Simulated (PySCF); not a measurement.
C₃H₆, SMILES C=CC. Coordinates come from a ωB97X-D3(BJ)/def2-TZVP optimisation.

The numbers are results of ωB97X-D3(BJ)/def2-TZVP (PySCF), not measurements.

Harmonic wavenumbers (cm⁻¹): 201, 428, 597, 940, 952, 968, 1037, 1084, 1201, 1336, 1416, 1460, 1487, 1501, 1749, 3054, 3112, 3137, 3154, 3166, 3243. Rotational constants (GHz): 46.77, 9.339, 8.177; symmetry number 1.

Q: Work out the zero-point energy and the ideal-gas rigid-rotor harmonic-oscillator thermochemistry at 298.15 K and 1 atm.

A: ZPE = ½ Σ hcν = ½ × 35225 cm⁻¹ = 210.69 kJ/mol. H − E(el) = 223.88 kJ/mol. Entropy in J/(mol K): translation 155.38, rotation 92.15, vibration 16.96, total 264.50. G − E(el) = 145.02 kJ/mol. Cp = 62.20 J/(mol K).
